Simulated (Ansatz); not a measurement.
**C2H3Cl (singlet): the correlation ladder, 6-31G**

One table from this session's results is given with a row withheld; the runs are named, their logs left out.

The runs use Ansatz 0.2.0, Gaussian basis; 6-31G, core rule «outside noble gas», up to 7 orbitals frozen.

To be run: UHF; CCSD(T) on RHF; CCSD(T) on UHF; BCCD(T) on RHF; CISD; CCSDT(Q) on RHF; CCSDT(Q) on UHF; CISDTQ; CCSDTQ on RHF; CCSDTQ on UHF; CASSCF and MRCISD+Q, 8 electrons in 8 orbitals; CASSCF and MRCISD+Q(relaxed), 8 electrons in 8 orbitals; CASSCF and NEVPT2, 8 electrons in 8 orbitals.

17 further runs of the same task are left out: 17 set aside as unsound or not needed.

**The geometry**

The geometry is an MP2(full)/6-31G* stationary point (not a proven minimum).

6 atoms, charge 0, spin multiplicity 1.

Atoms are counted from 1 here; the program's logs count them from 0.

Bond lengths: C1–C2 1.331 Å, C1–Cl3 1.730 Å, C1–H4 1.083 Å, C2–H5 1.083 Å, C2–H6 1.084 Å. Angles: C2–C1–Cl3 123.2°, C2–C1–H4 123.6°, Cl3–C1–H4 113.2°, C1–C2–H5 122.2°, C1–C2–H6 119.5°, H5–C2–H6 118.3°.

Coordinates:

```mol
C2H3Cl
  3D, bonds by distance, orders not assigned

  6  5  0  0  0  0  0  0  0  0999 V2000
    0.0608    0.8363    0.0000 C   0  0
    1.3640    1.1088    0.0000 C   0  0
   -0.5708   -0.7747    0.0000 Cl  0  0
   -0.7103    1.5973    0.0000 H   0  0
    2.1169    0.3298    0.0000 H   0  0
    1.6929    2.1415    0.0000 H   0  0
  1  2  8  0
  1  3  8  0
  1  4  8  0
  2  5  8  0
  2  6  8  0
M  END
```

The first run:

File in.yaml:

```yaml
crystal:
  periodic: [false, false, false]
  atoms:
    - {symbol: C, position_ang: [0.060764, 0.836344, 0.000000]}
    - {symbol: C, position_ang: [1.363987, 1.108835, 0.000000]}
    - {symbol: Cl, position_ang: [-0.570791, -0.774652, 0.000000]}
    - {symbol: H, position_ang: [-0.710334, 1.597291, 0.000000]}
    - {symbol: H, position_ang: [2.116859, 0.329755, 0.000000]}
    - {symbol: H, position_ang: [1.692860, 2.141453, 0.000000]}
basis:
  gaussian: {orbitals: 6-31G}
magnetization: {spin_polarized: true, initial_magnetization: 0}
hamiltonian: {xc: hf}
output: {orbitals: {seedname: orbitals}}
```

Started as:

```console
ansatz run in.yaml --threads 1 --pin off --events-out ev --progress --plain --max-ram 3956MiB --backend cpu
```

Among the steps run: UHF; CCSD(T) on RHF; CCSD(T) on UHF; BCCD(T) on RHF; CISD; CCSDT(Q) on RHF; CCSDT(Q) on UHF; CISDTQ; CCSDTQ on RHF; CCSDTQ on UHF; CASSCF and MRCISD+Q, 8 electrons in 8 orbitals; CASSCF and MRCISD+Q(relaxed), 8 electrons in 8 orbitals; CASSCF and NEVPT2, 8 electrons in 8 orbitals.

One of the session's tables, all rows but one given; the rest of the session is left out.

| method | from RCCSDTQ (kJ/mol) |
| --- | --- |
| RHF | +675.9 |
| UHF | ? |
| RMP2 | +95.7 |
| CISD | +79.4 |
| RCCSD | +20.3 |
| RCCSD(T) | +2.3 |
| BCCD(T) | +2.3 |
| RCCSDT | +1.1 |
| CISDTQ | +5.8 |
| RCCSDT(Q) | -0.1 |
| RCCSDTQ | 0 |
| CASSCF frontier | +397.5 |
| NEVPT2 frontier | +71.7 |
| MRCISD frontier | +28.9 |
| MRCISD+Q frontier | +4.7 |
| MRCISD+Q(relaxed) frontier | +3.6 |

Q: Estimate the row for UHF from the others.

As computed: from RCCSDTQ (kJ/mol): +675.0. In the column «from RCCSDTQ (kJ/mol)» it lies between CASSCF frontier (+397.5) and RHF (+675.9).
